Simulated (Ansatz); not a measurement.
**Co, hcp: geometry optimisation**

Method: DFT, BLYP, plane waves (420 eV) with PAW, scalar-relativistic (Ansatz 0.2.0). (PAW data from PBE, frozen cores regenerated.)

k-point mesh 14×14×8, Fermi-Dirac smearing 0.05 eV, starting moments 1.70, -1.70 μB. Cell and atoms relax.

Starting structure:

```xyz
2
Lattice="2.5071 0.0000 0.0000 -1.2535 2.1712 0.0000 0.0000 0.0000 4.0686" Properties=species:S:1:pos:R:3 pbc="T T T"
Co    0.0000    1.4475    1.0171
Co    1.2535    0.7237    3.0514
```

Task: What cell does the relaxation end in?

Result: P6_3/mmc (spin ignored) with a = 2.533 Å, c = 4.083 Å (c/a = 1.612); 11.34 Å³ per atom against 11.07 at the start (2.4 %).

Task: How much energy does the relaxation gain?

Result: 3.8 meV per atom.

Task: Which magnetic state does it end in?

Result: ferromagnetic, net 1.60 μB per atom; moments 1.67 ×2 μB.
